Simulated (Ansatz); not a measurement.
```yaml
crystal:
  periodic: [false, false, false]
  atoms:
    - {symbol: N, position_ang: [-0.313610, 1.140089, 0.878664]}
    - {symbol: C, position_ang: [-0.555052, -0.155233, 0.406686]}
    - {symbol: F, position_ang: [0.082840, -1.148951, 1.207377]}
    - {symbol: C, position_ang: [-0.014476, -0.348744, -0.993266]}
    - {symbol: O, position_ang: [1.368306, -0.088176, -1.045549]}
    - {symbol: H, position_ang: [-0.585629, 1.268523, 1.841949]}
    - {symbol: H, position_ang: [0.649907, 1.413795, 0.736899]}
    - {symbol: H, position_ang: [-1.620585, -0.394221, 0.460792]}
    - {symbol: H, position_ang: [-0.500551, 0.358157, -1.667468]}
    - {symbol: H, position_ang: [-0.246538, -1.367111, -1.325897]}
    - {symbol: H, position_ang: [1.800889, -0.735128, -0.479487]}
basis:
  gaussian: {orbitals: aug-cc-pVTZ}
total_charge: -1
magnetization: {spin_polarized: true, initial_magnetization: 2}
hamiltonian: {xc: {name: PBE-QIDH}}
scf: {lower_state_search: full}
output: {forces: true}
```

```sh
$ ansatz run in.yaml --threads 4 --pin off --events-out ev --progress --plain --max-ram 10444MiB
```

Q: How does Ansatz answer? (Best estimate.)

A: Computed: The program refused the input.
```
Error: a molecule whose nuclei and cores have a total charge of 42 cannot have a net charge of -1 together with 2 unpaired electrons
```
